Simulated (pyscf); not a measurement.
Single points on ωB97X-D3(BJ)/def2-SVP structures (PySCF, gas phase). MP2 and CC: frozen core, UHF for open shells. ΔMP2 is the change of the MP2 total energy from the triple- to the quadruple-zeta basis.

SMILES: [OH][Cd][OH]
```xyz
5

O      0.0257    -0.0851    -1.7793
Cd     0.8292    -0.1646     0.0044
O      1.7265    -0.1488     1.7444
H     -0.9377    -0.1004    -1.7428
H      1.7945    -1.0319     2.1253
```

Question: What is the homolytic dissociation enthalpy (298 K, CCSD(T)/def2-TZVPP + ΔMP2(QZVPP)) of the H–O bond of HO–Cd–OH (SMILES [OH][Cd][OH]), to •O–Cd–OH + H•?

Answer: H–O to •O–Cd–OH + H•: 116.4 kcal/mol. The radicals are drawn with the spin at the cut bond; how far it spreads was not checked. Other isomers of •O–Cd–OH were not searched in full and may lie lower. The CCSD(T) − MP2 part came from Ansatz, without density fitting, on the same reference. The frozen core leaves the outer d or s,p core shells of the metals and heavy elements correlated in the MP2 and CC values, and def2-TZVPP describes them poorly, which can shift differences by a few kcal/mol. Elements past Kr carry the def2 core potentials, without spin-orbit coupling.
